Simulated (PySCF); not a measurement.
Excitations are Tamm–Dancoff values on a coarser integration grid. The basis has no diffuse functions, so Rydberg states are missing or too high.

Cartesian coordinates (Å):
```xyz
6

C     -0.3381     0.0091    -0.0568
O      0.9037    -0.5908     0.1676
H     -1.0841    -0.7931    -0.1595
H     -0.3734     0.6102    -0.9870
H     -0.6687     0.6590     0.7775
H      1.5606     0.1055     0.2583
```
Charge 0, multiplicity 1.

Task: Estimate the brightest of the four lowest singlets (TDA), LUMO, S1–T1 gap (TDA), total energy, dipole moment, T1 excitation (TDA), S1 excitation (TDA) and HOMO that M06-2X/def2-TZVP // PBE0-D3(BJ)/def2-SVP run with PySCF returns for this input.

Result: 
```
Item                                              Result
-------------------------------------------  -----------
brightest of the four lowest singlets (TDA)      9.29 eV
LUMO                                             1.69 eV
S1–T1 gap (TDA)                                  0.35 eV
total energy                                 -3148.76 eV
dipole moment                                     1.70 D
T1 excitation (TDA)                              7.02 eV
S1 excitation (TDA)                              7.37 eV
HOMO                                            -9.59 eV
```
